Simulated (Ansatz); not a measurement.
System: rutile TiO₂. Method: r²SCAN-D4 (plane waves, PAW; Ansatz, a program for electronic structure).

Run with plane-wave cutoff 560 eV, 8×8×12 k mesh (along the axes of the cell as run), Fermi–Dirac smearing 0.01 eV, no spin polarisation, scalar-relativistic PAW data made under PBE.

Computed at the level's own relaxed cell.

### Question
Give the computed lattice constant a, pressure derivative B′ of the bulk modulus and band gap.

### Answer

lattice constant a: 4.584 Å
pressure derivative B′ of the bulk modulus: 5.2
band gap: 2.23 eV (direct)

Measured, for comparison: lattice constant a 4.587 Å (15 K, zero-point motion not removed; as tabulated in Burdett, Hughbanks, Miller, Richardson, Smith, powder neutron diffraction …). Computed (rounded) less measured: lattice constant a -0.1 %.

Note: the bulk modulus comes from volumes at which shape and atoms were relaxed.

Computed values are for the static lattice.

Cost on a shared machine: very roughly 10 core-minutes.
